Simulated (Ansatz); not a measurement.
Species: SO, charge 0, multiplicity 3. SMILES: O=S
Geometry: optimised at B3LYP-D3(BJ)/def2-TZVP (Ansatz, a program for electronic structure).

Quantity: vertical electron affinity to the doublet, in eV. Set-up: no spin-orbit coupling; 6-31G* and kin with 6d, 5d where marked; each state is the SCF solution reached for its charge and spin; non-relativistic; open shells spin-unrestricted; 6-311+G** with 5d, 6d on Na to Ar in Ansatz. First-principles rows: single points at B3LYP-D3(BJ) geometries (Ansatz). Sets without +, aug- or the D of def2-TZVPD hold no diffuse functions, which anions need.

| level | program | vertical electron affinity to the doublet (eV) |
|---|---|---|
| B3LYP/STO-3G | Ansatz | -6.08 |
| B3LYP/3-21G | Ansatz | -0.32 |
| B3LYP/6-31G* | Ansatz | 0.19 |
| B3LYP/6-311+G** | Ansatz | 1.02 |
| B3LYP/def2-TZVPD | Ansatz | 1.03 |

No value to compare with is used here. The 4 habitual levels span -6.08 (B3LYP/STO-3G) to 1.02 eV (B3LYP/6-311+G**); B3LYP/def2-TZVPD gives 1.03.

The sets are all those run for this method; runs whose electronic state is in doubt are left out.
